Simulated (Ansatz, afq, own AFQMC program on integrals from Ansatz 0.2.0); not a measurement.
Two steps: Ansatz 0.2.0 writes the Fock matrix and Cholesky factors of the valence space, and afq projects on them the lowest state that overlaps trial and start.

```yaml
crystal:
  periodic: [false, false, false]
  atoms:
    - {symbol: Zn, position_ang: [0.000000, 0.000000, 0.000000]}
basis:
  gaussian: {orbitals: def2-TZVP}
total_charge: 1
magnetization: {spin_polarized: true, initial_magnetization: 1}
correlation: {method: ccsd_t, electrons: outside_noble_gas, hamiltonian_folder: ham}
```

```sh
$ ansatz run in.yaml --threads 1 --pin off --events-out ev --progress --plain --max-ram 24576MiB --backend cuda --devices 0, --max-vram 18GiB
```

Options of the walk:

```
--method free --trial cisd --walkers 4000 --time-step 0.03 --max-blocks 4000 --target-error 0.0004 --factor-cut 1e-05 --seed 5700 --times 0,0.21,0.42,0.81,1.2,1.8,2.4,3 --taylor-order 8
```

Times are imaginary, in 1/Eh. The walk had a cap of 62 s.

afq prints:

```
orbitals 39  electrons 6 5  factors 287 of 320
reference energy -1777.52644135 Eh
CCSD correlation -0.33008185 Eh in 9 cycles, weight of the determinant in the CISD state 0.9592
repeat  energy at the last time / Eh  error
    10  -1777.861657  0.000206
    20  -1777.861827  0.000157
    30  -1777.861839  0.000128
time / (1/Eh)  energy / Eh  error  mean overlap
  0.00  -1777.856518  0.000044  1.0425
  0.21  -1777.860554  0.000041  1.0400
  0.42  -1777.861339  0.000050  1.0386
  0.81  -1777.861584  0.000070  1.0400
  1.20  -1777.861794  0.000085  1.0399
  1.80  -1777.861889  0.000083  1.0365
  2.40  -1777.861971  0.000123  1.0308
  3.00  -1777.861833  0.000124  1.0312
energy -1777.861833 +/- 0.000124 Eh
```

The run passed its tests (error under three times the target), which doesn't prove that it has relaxed.

Against this walk (error 3.4 meV) on the same determinant: CCSD(T) 9.8 meV lower, CCSDT(Q) 1.7 meV lower (within the noise). The error is statistical, and a free projection of finite length keeps a remainder of its start. The last points scatter (meV from the last: 6.8 ± 1.9 at 0.81, 1.1 ± 2.3 at 1.20, -1.5 ± 2.3 at 1.80, -4 ± 3 at 2.40, 0 ± 3 at 3.00); the last is the one printed as the energy, and the gaps above move with that scatter.

Cautions: remainder of the start not in the error; no relativity below Rb; outer-core shells of the metal frozen.

The walk took 28 s on 1 × NVIDIA H100 80GB HBM3 with 2 threads of AMD EPYC 7R13 Processor (Zen 3) (shared host) (the card was shared). The log's last line is the free-projection energy.

CCSDT and higher add their correlation energy to the determinant of the CCSD(T) run, since their own runs factorise the integrals more tightly (a shift of under 2 meV). A walk keeps the symmetry of its determinant, which the program's search chose and which needn't be the lowest solution, so a lower state of the same spin and another symmetry isn't excluded.
